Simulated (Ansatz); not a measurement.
# AlSiH (triplet): the correlation ladder at scale of all distances = 1.000, cc-pVDZ

How much of the correlation energy of AlSiH (triplet) does each wave-function method recover here?

The runs use Ansatz 0.2.0, Gaussian basis; cc-pVDZ, core rule «outside noble gas», up to 10 orbitals frozen.

Plan: UHF; CCSD(T) on ROHF; CCSD(T) on UHF; BCCD(T) on ROHF; CISD; CCSDT(Q) on ROHF; CCSDT(Q) on UHF; CASSCF and MRCISD+Q, 4 electrons in 4 orbitals; CASSCF and NEVPT2, 4 electrons in 4 orbitals; CASSCF and MRCISD+Q, 8 electrons in 9 orbitals; CASSCF and NEVPT2, 8 electrons in 9 orbitals.

14 further runs of the same task are left out: 11 that didn't finish, 3 set aside as unsound or not needed.

**1. What is computed**

The geometry derives from a PBE0/def2-TZVP stationary point (not a proven minimum). All distances are scaled together.

3 atoms, charge 0, spin multiplicity 3.

Atoms are counted from 1 here; the program's logs count them from 0.

Bond lengths: Si1–Al2 2.390 Å, Si1–H3 1.598 Å. Angles: Al2–Si1–H3 57.3°.

**2. UHF**

Input file in.yaml:

```yaml
crystal:
  periodic: [false, false, false]
  atoms:
    - {symbol: Si, position_ang: [0.000000, -0.035961, 1.165412]}
    - {symbol: Al, position_ang: [0.000000, -0.011793, -1.224879]}
    - {symbol: H, position_ang: [0.000000, 1.317723, 0.315431]}
basis:
  gaussian: {orbitals: cc-pVDZ}
magnetization: {spin_polarized: true, initial_magnetization: 2}
hamiltonian: {xc: hf}
output: {orbitals: {seedname: orbitals}}
```

On the command line:

```console
ansatz run in.yaml --threads 1 --pin off --events-out ev --progress --plain --max-ram 2393MiB
```

The runs that follow: CCSD(T) on ROHF; CCSD(T) on UHF; BCCD(T) on ROHF; CISD; CCSDT(Q) on ROHF; CCSDT(Q) on UHF; CASSCF and MRCISD+Q, 4 electrons in 4 orbitals; CASSCF and NEVPT2, 4 electrons in 4 orbitals; CASSCF and MRCISD+Q, 8 electrons in 9 orbitals; CASSCF and NEVPT2, 8 electrons in 9 orbitals.

**Question.** What will the summary of the whole plan be? Wanted: UCCSDT(Q) below the RHF energy; RMP2 from UCCSDT(Q); UMP2 from UCCSDT(Q); RCCSD from UCCSDT(Q); RCCSD(T) from UCCSDT(Q); UCCSD(T) from UCCSDT(Q); RCCSDT(Q) from UCCSDT(Q); NEVPT2 pair from UCCSDT(Q); NEVPT2 valence from UCCSDT(Q).

The runs gave:

| quantity | value |
| --- | --- |
| UCCSDT(Q) below the RHF energy | -4.6203 eV |
| RMP2 from UCCSDT(Q) | +25.67 kcal/mol |
| UMP2 from UCCSDT(Q) | +27.41 kcal/mol |
| RCCSD from UCCSDT(Q) | +5.54 kcal/mol |
| RCCSD(T) from UCCSDT(Q) | +1.28 kcal/mol |
| UCCSD(T) from UCCSDT(Q) | +1.31 kcal/mol |
| RCCSDT(Q) from UCCSDT(Q) | +0.03 kcal/mol |
| NEVPT2 pair from UCCSDT(Q) | +24.66 kcal/mol |
| NEVPT2 valence from UCCSDT(Q) | +16.04 kcal/mol |
| MRCISD+Q valence from UCCSDT(Q) | -0.11 kcal/mol |
| levels within 1 kcal/mol (43 meV) | RCCSDT, UCCSDT, RCCSDT(Q), MRCISD+Q valence |
| T1 diagnostic | 0.035 |
| effectively unpaired electrons | 2.06 |

In words: RCCSD(T) misses by +1.28 kcal/mol, 1.2 % of the correlation energy. One determinant dominates. Of the multireference levels listed MRCISD+Q valence comes nearest in total energy (-0.11 kcal/mol), which doesn't show that its space is the better one. These misses are within one basis, not against nature; the frozen cores of restricted and unrestricted runs differ, which can shift their rows.
